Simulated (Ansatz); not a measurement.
Rock-salt KF was calculated with PBE0 (plane waves, PAW; Ansatz, a first-principles code).

Total energies, extrapolated to zero smearing (they compare only within this program, potentials and cutoff; free atoms with spin allowed, lowest state found):

| system | energy (eV/atom) |
|---|---|
| rock-salt KF, relaxed | -1174.9188 |
| free K atom | -1538.0431 |
| free F atom | -804.5847 |

Question: Work out the cohesive energy per atom.

Answer: E_coh = [1 × (-1538.0431) + 1 × (-804.5847)]/2 − (-1174.9188) = 3.60 eV/atom. The reference value is 3.85 eV/atom (measured, zero-point energy (Debye) added; as tabulated in Doll and Stoll (1997), arXiv:cond-mat/9707218), a difference of -0.25 eV/atom.

The PAW data were made under PBE.
